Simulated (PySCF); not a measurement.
CH, SMILES [CH] (connectivity only; charge and spin as stated), charge +1, multiplicity 1.

Geometry: PBE0-D3(BJ)/def2-TZVPD.

All values below come from TDDFT-CAM-B3LYP/def2-TZVPD in PySCF.

Vertical excitations; the highest root listed may be one member of a degenerate set. Isolated molecule, no solvent. State labels are in the subgroup C2v.

Computed UV-visible absorptions:
```tsv
state	symmetry	energy (eV)	λ (nm)	f	main pairs
S1	B2	2.69	460	0.005	HOMO→LUMO+1 (degenerate set)
S2	B1	2.69	460	0.005	HOMO→LUMO (degenerate set)
S3	A1	12.54	99	0.280	HOMO→LUMO+2 98 %
S4	B2	13.47	92	0.177	HOMO−1→LUMO+1 (degenerate set)
S5	B1	13.47	92	0.177	HOMO−1→LUMO (degenerate set)
S6	A1	15.70	79	0.117	HOMO→LUMO+3 97 %
S7	B2	16.15	77	0.055	HOMO→LUMO+5 (degenerate set)
S8	B1	16.15	77	0.055	HOMO→LUMO+4 (degenerate set)
S9	A1	17.13	72	0.223	HOMO→LUMO+6 98 %
S10	A2	17.37	71	0.000	HOMO→LUMO+7 100 %
T1	B2	0.72	1731	0	HOMO→LUMO+1 (degenerate set)
T2	B1	0.72	1731	0	HOMO→LUMO (degenerate set)
T3	B2	9.42	132	0	HOMO−1→LUMO+1 (degenerate set)
T4	B1	9.42	132	0	HOMO−1→LUMO (degenerate set)
```
Triplets are in the Tamm–Dancoff approximation, which puts them higher than full response would, so one can lie above its singlet here.
